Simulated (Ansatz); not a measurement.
We consider CdBr₂ (R-3m, No. 166), described by r²SCAN+rVV10 (Ansatz, a quantum-chemistry and plane-wave program, PAW).

Run with plane-wave cutoff 500 eV, 12×12×12 k mesh, Fermi–Dirac smearing 0.05 eV, scalar-relativistic PAW data made under PBE.

Computed at the level's own relaxed cell.

What does this level give for the equilibrium volume per atom, lattice constant a, lattice parameter c and band gap?


equilibrium volume per atom: 28.80 Å³/atom
lattice constant a: 3.981 Å
lattice parameter c: 18.887 Å
band gap: 3.40 eV (on the SCF k mesh)

Spin–orbit coupling is not included.

The computed numbers hold no vibrational or temperature effects.

Cost on a shared machine: about 2.2 core-minutes (a rough figure).
